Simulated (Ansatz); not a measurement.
Ge (P6₃/mmc, No. 194, 8 atoms in the cell; start mp-1091415; another form than the element's usual one) was calculated with r²SCAN-D4 (PAW; Ansatz, a quantum-chemistry and plane-wave program).

Numerical settings: plane-wave cutoff 500 eV, 12×12×4 k mesh (along the axes of the cell as run), Fermi–Dirac smearing 0.05 eV, scalar-relativistic PAW data made under PBE.

Cell (relaxed at this level):

```cif
data_Ge8
_chemical_formula_sum 'Ge8'
_space_group_name_H-M_alt 'P 1'
_space_group_IT_number 1
_cell_length_a 3.99030
_cell_length_b 3.99030
_cell_length_c 13.10940
_cell_angle_alpha 90.000
_cell_angle_beta 90.000
_cell_angle_gamma 120.000
loop_
_space_group_symop_operation_xyz
  'x, y, z'
loop_
_atom_site_label
_atom_site_type_symbol
_atom_site_fract_x
_atom_site_fract_y
_atom_site_fract_z
_atom_site_occupancy
Ge1 Ge 0.00000 0.00000 0.40683 1
Ge2 Ge 0.00000 0.00000 0.59317 1
Ge3 Ge 0.00000 0.00000 0.90683 1
Ge4 Ge 0.00000 0.00000 0.09317 1
Ge5 Ge 0.33333 0.66667 0.34410 1
Ge6 Ge 0.66667 0.33333 0.65590 1
Ge7 Ge 0.66667 0.33333 0.84410 1
Ge8 Ge 0.33333 0.66667 0.15590 1
```

Task: Give the computed band gap.

Result: 
- band gap = 0.30 eV (on the SCF k mesh)

Note: the relaxation could not lower the start's symmetry, so the cell can be a saddle point above a distorted one.

Spin–orbit coupling is not included.

Static lattice: no zero-point or thermal effects.

A start named mp-… is a Materials Project structure, which need not be a measured phase.
